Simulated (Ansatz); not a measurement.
dichloromethane (CH2Cl2), SMILES ClCCl.

Geometry optimised at PBE0-D3(BJ)/def2-TZVP.

Two levels are set side by side: PBE/def2-TZVPD (Ansatz, a first-principles code) and CAM-B3LYP/def2-TZVPD (Ansatz). Energy differences of separate SCF runs at the same geometry; the states with an electron removed or added have multiplicity 2 and 2. Differences are taken from unrounded values.

```tsv
quantity	CAM-B3LYP	PBE	PBE minus CAM-B3LYP
vertical ionisation energy (eV)	11.33	10.64	-0.69
vertical singlet–triplet gap (eV)	6.52	5.78	-0.74
```
